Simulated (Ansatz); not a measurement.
Fluorite SrCl2, treated with PBEsol+SOC (plane waves, PAW; Ansatz, a first-principles code).

Numerical settings: plane-wave cutoff 520 eV, 8×8×8 k mesh, Fermi–Dirac smearing 0.01 eV, PAW data made under PBE.

The cell has the measured lattice: a = b = c = 6.974 Å, α = β = γ = 90.00°.

Task: What does this level give for the band gap, smallest direct gap on the k points sampled and Γ–Γ gap?

Result: 
* **band gap**: 5.15 eV (indirect)
* **smallest direct gap on the k points sampled**: 5.36 eV
* **Γ–Γ gap**: 5.44 eV

Measured, for comparison: band gap 7.5 eV (temperature not stated, not corrected to a static lattice; as tabulated in Aguado et al. (1999), arXiv:cond-mat/9901145). Computed (rounded) less measured: band gap -2.35 eV.

Note: cell and atoms aren't relaxed at this level (pressure -1.0 GPa).

The computed numbers hold no vibrational or temperature effects.
